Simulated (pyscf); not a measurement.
Thermochemistry of product channels of HB=NH + BH₃ on the singlet surface, in kJ/mol, from CCSD(T)/def2-TZVPP + ΔMP2(QZVPP) energies (ideal gas, 1 atm, RRHO with modes under 100 cm⁻¹ raised to 100, one conformer, R ln 2 for rigid chiral ones). PySCF, gas phase, ωB97X-D3(BJ)/def2-SVP geometries. MP2 and CC: frozen core, UHF for open shells. ΔMP2 is the change of the MP2 total energy from the triple- to the quadruple-zeta basis.

```json
[
 {"products": "H₂B–BH–NH₂", "ΔE": "-119.6", "ΔH(298 K)": "-104.6", "ΔG(298 K)": "-67.8", "ΔG(900 K)": "+6.6"},
 {"products": "H₂B–NH–BH₂", "ΔE": "…", "ΔH(298 K)": "-232.1", "ΔG(298 K)": "-190.9", "ΔG(900 K)": "…"}
]
```

Task: Complete the blanks.

Result: 
- H₂B–NH–BH₂, ΔE: -247.5
- H₂B–NH–BH₂, ΔG(900 K): -104.8

The channel to H₂B–BH–NH₂ turns unfavourable between 298 and 1200 K (ΔG from -67.8 kJ/mol to +42.6 kJ/mol).

These are energies of the channels, which say nothing of barriers. The CCSD(T) − MP2 part came from Ansatz, without density fitting, on the same reference.
